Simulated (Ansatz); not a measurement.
Input for Ansatz (development build ahead of 0.2.0):

```yaml
crystal:
  periodic: [false, false, false]
  atoms:
    - { symbol: F, position_ang: [0.0, -0.35353, -1.09853] }
    - { symbol: H, position_ang: [0.0, 0.4188, -0.73473] }
    - { symbol: F, position_ang: [0.0, 0.35353, 1.09853] }
    - { symbol: H, position_ang: [0.0, -0.4188, 0.73473] }
basis:
  gaussian: { orbitals: "6-31G" }
hamiltonian:
  xc: hf
```

The input is written out in the form of the current development build from the run's settings.

Results

| Property | Result |
| --- | --- |
| Converged | yes |
| Total energy | -199.95786 hartree |
| Spin squared of the determinant | 0.000 |
